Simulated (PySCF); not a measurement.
PySCF job for nitrogen (N₂), SMILES N#N, PBE/pcSseg-2. Geometry: PBE0-D3(BJ)/def2-TZVPD.

```python
import numpy as np
from pyscf import gto, scf, dft
from pyscf.prop.nmr import rks as nmr

mol = gto.M(
    atom='''
    N     0.00000000    0.00000000   -0.54470154
    N     0.00000000    0.00000000    0.54470154
    ''',
    basis='pcSseg-2',
    charge=0,
    spin=0,
    max_memory=1600,
    verbose=3,
)
mf = dft.RKS(mol, xc='pbe')
mf.grids.level = 3
mf.conv_tol = 1e-10
mf.max_cycle = 100
mf.kernel()
n = nmr.NMR(mf)
n.verbose = 2
n.max_cycle_cphf = 60
sigma = n.kernel()
print('atom   isotropic/ppm   span/ppm')
for i, s in enumerate(sigma):
    w = np.linalg.eigvalsh((s + s.T) / 2)
    print(f'{mol.atom_symbol(i):2s}{i + 1:3d} {w.mean():14.3f} {w[2] - w[0]:11.3f}')
```

Log of the run:

```
converged SCF energy = -109.45152699227
atom   isotropic/ppm   span/ppm
N   1        -79.656     629.759
N   2        -79.656     629.759
```

The run converged.

Cost: very roughly 2.4 core-seconds.
